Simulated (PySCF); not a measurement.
**Atomization energy of NO₂, doublet, from cheap to dear**

Geometry (MP2(full)/6-31G*, from the G2/97 set):

```xyz
3

N     0.0000    0.0000    0.3322
O     0.0000    1.1181   -0.1454
O     0.0000   -1.1181   -0.1454
```

Measured, as an electronic atomization energy: 951.4 kJ/mol (G2/97 heats of formation of molecule and atoms, with zero-point and thermal terms from B3LYP taken off; Curtiss et al., J. Chem. Phys. 106, 1063 (1997), Staroverov et al., J. Chem. Phys. 119, 12129 (2003)). The measured value holds scalar relativity and spin–orbit coupling, which all computed ones lack, and core correlation, which the wave-function levels lack. Atoms are taken at the same level, with ROHF references for molecule and atoms in the R rows. PySCF 2.14.0; the 6-31G* set has Cartesian d functions; a miss is computed less measured; times are wall times on shared hosts and scatter by a factor of two or so; they hold the correlated step alone (with one SCF for RCCSD(T)), and functionals start from a converged Hartree–Fock density. B3LYP has the VWN-RPA form, and B2PLYP's MP2 part freezes the cores. A small miss in a small set is a cancellation of the method's error against the basis error.

```json
{"level": "RHF", "basis": "STO-3G", "miss (kJ/mol)": "-1089.3", "time of the run": "–", "hardware": "–"}
{"level": "RMP2", "basis": "STO-3G", "miss (kJ/mol)": "-521.5", "time of the run": "–", "hardware": "–"}
{"level": "RCCSD(T)", "basis": "STO-3G", "miss (kJ/mol)": "-482.1", "time of the run": "0.17 s", "hardware": "1 CPU thread"}
{"level": "full CI", "basis": "STO-3G", "miss (kJ/mol)": "-474.5", "time of the run": "1.1 s", "hardware": "1 CPU thread"}
{"level": "RHF", "basis": "6-31G", "miss (kJ/mol)": "-1060.3", "time of the run": "–", "hardware": "–"}
{"level": "RMP2", "basis": "6-31G", "miss (kJ/mol)": "-318.1", "time of the run": "–", "hardware": "–"}
{"level": "RCCSD(T)", "basis": "6-31G", "miss (kJ/mol)": "-404.9", "time of the run": "0.81 s", "hardware": "1 CPU thread"}
{"level": "RHF", "basis": "cc-pVDZ", "miss (kJ/mol)": "-771.7", "time of the run": "–", "hardware": "–"}
{"level": "UHF", "basis": "cc-pVDZ", "miss (kJ/mol)": "-776.4", "time of the run": "0.75 s", "hardware": "1 CPU thread"}
{"level": "RMP2", "basis": "cc-pVDZ", "miss (kJ/mol)": "-43.0", "time of the run": "–", "hardware": "–"}
{"level": "UMP2", "basis": "cc-pVDZ", "miss (kJ/mol)": "-61.7", "time of the run": "–", "hardware": "–"}
{"level": "RCCSD(T)", "basis": "cc-pVDZ", "miss (kJ/mol)": "-147.1", "time of the run": "4.8 s", "hardware": "1 CPU thread"}
{"level": "UCCSD(T)", "basis": "cc-pVDZ", "miss (kJ/mol)": "-148.3", "time of the run": "4.9 s", "hardware": "1 CPU thread"}
{"level": "PBE", "basis": "cc-pVDZ", "miss (kJ/mol)": "175.0", "time of the run": "3.1 s", "hardware": "1 CPU thread"}
{"level": "r2SCAN", "basis": "cc-pVDZ", "miss (kJ/mol)": "31.5", "time of the run": "6 s", "hardware": "1 CPU thread"}
{"level": "B3LYP", "basis": "cc-pVDZ", "miss (kJ/mol)": "8.7", "time of the run": "3.4 s", "hardware": "1 CPU thread"}
{"level": "wB97M-V", "basis": "cc-pVDZ", "miss (kJ/mol)": "-4.3", "time of the run": "15 s", "hardware": "1 CPU thread"}
{"level": "B2PLYP", "basis": "cc-pVDZ", "miss (kJ/mol)": "-27.2", "time of the run": "3.5 s", "hardware": "1 CPU thread"}
{"level": "RHF", "basis": "6-31G*", "miss (kJ/mol)": "-761.7", "time of the run": "–", "hardware": "–"}
{"level": "UHF", "basis": "6-31G*", "miss (kJ/mol)": "-769.7", "time of the run": "0.86 s", "hardware": "1 CPU thread"}
{"level": "RMP2", "basis": "6-31G*", "miss (kJ/mol)": "-30.6", "time of the run": "–", "hardware": "–"}
{"level": "UMP2", "basis": "6-31G*", "miss (kJ/mol)": "-50.4", "time of the run": "–", "hardware": "–"}
{"level": "RCCSD(T)", "basis": "6-31G*", "miss (kJ/mol)": "-141.5", "time of the run": "6.5 s", "hardware": "1 CPU thread"}
{"level": "UCCSD(T)", "basis": "6-31G*", "miss (kJ/mol)": "-142.8", "time of the run": "6.6 s", "hardware": "1 CPU thread"}
{"level": "PBE", "basis": "6-31G*", "miss (kJ/mol)": "175.8", "time of the run": "3.2 s", "hardware": "1 CPU thread"}
{"level": "r2SCAN", "basis": "6-31G*", "miss (kJ/mol)": "33.2", "time of the run": "6.7 s", "hardware": "1 CPU thread"}
{"level": "B3LYP", "basis": "6-31G*", "miss (kJ/mol)": "9.5", "time of the run": "3.4 s", "hardware": "1 CPU thread"}
{"level": "wB97M-V", "basis": "6-31G*", "miss (kJ/mol)": "-2.6", "time of the run": "16 s", "hardware": "1 CPU thread"}
{"level": "B2PLYP", "basis": "6-31G*", "miss (kJ/mol)": "-22.7", "time of the run": "3.6 s", "hardware": "1 CPU thread"}
{"level": "RHF", "basis": "cc-pVTZ", "miss (kJ/mol)": "-730.4", "time of the run": "–", "hardware": "–"}
{"level": "RMP2", "basis": "cc-pVTZ", "miss (kJ/mol)": "44.7", "time of the run": "–", "hardware": "–"}
{"level": "UMP2", "basis": "cc-pVTZ", "miss (kJ/mol)": "26.6", "time of the run": "–", "hardware": "–"}
{"level": "RCCSD(T)", "basis": "cc-pVTZ", "miss (kJ/mol)": "-65.2", "time of the run": "2.1 min", "hardware": "1 CPU thread"}
{"level": "UCCSD(T)", "basis": "cc-pVTZ", "miss (kJ/mol)": "-67.0", "time of the run": "2.2 min", "hardware": "1 CPU thread"}
{"level": "PBE", "basis": "cc-pVTZ", "miss (kJ/mol)": "178.2", "time of the run": "8.1 s", "hardware": "1 CPU thread"}
{"level": "r2SCAN", "basis": "cc-pVTZ", "miss (kJ/mol)": "43.8", "time of the run": "19 s", "hardware": "1 CPU thread"}
{"level": "B3LYP", "basis": "cc-pVTZ", "miss (kJ/mol)": "16.9", "time of the run": "9 s", "hardware": "1 CPU thread"}
{"level": "wB97M-V", "basis": "cc-pVTZ", "miss (kJ/mol)": "2.2", "time of the run": "35 s", "hardware": "1 CPU thread"}
{"level": "B2PLYP", "basis": "cc-pVTZ", "miss (kJ/mol)": "9.7", "time of the run": "11 s", "hardware": "1 CPU thread"}
{"level": "UHF", "basis": "cc-pVQZ", "miss (kJ/mol)": "-739.6", "time of the run": "–", "hardware": "–"}
```

HF's time is that of a plain UHF run. A dash: the level came out of a higher level's run.

Some unrestricted rows aren't spin-pure. Their determinants' ⟨S²⟩ reaches 0.97 in the UHF rows, against 0.75 for a pure state.
